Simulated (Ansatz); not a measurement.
HfO2 (P2₁/c, No. 14), treated with LDA in Ansatz (PAW).

Numerical settings: plane-wave cutoff 520 eV, 8×8×8 k mesh, scalar-relativistic PAW data made under PBE.

Computed at the level's own relaxed cell.

Hill averages of the elastic tensor: K = 202.2 GPa, G = 106.3 GPa. Volume 11.118 Å³/atom, mean atomic mass 70.163 u.

Q: Work out the density, the sound velocities of a polycrystal and the elastic Debye temperature at this level.

A: ρ = 1.66054 × 70.163/11.118 = 10.479 g/cm³. v_l = √[(K + 4G/3)/ρ] = 5.729 km/s and v_t = √(G/ρ) = 3.185 km/s. The mean follows from 3/v_m³ = 1/v_l³ + 2/v_t³: v_m = 3.547 km/s. Θ_D = (ħ/k_B) v_m (6π²/V)^(1/3) = 76.38 K Å s/km × 3.547 × 1.7464 Å⁻¹ = 473 K, counting all atoms of the cell.

Note: the relaxation could not lower the start's symmetry, so the cell can be a saddle point above a distorted one.

Ansatz is a program for electronic structure.
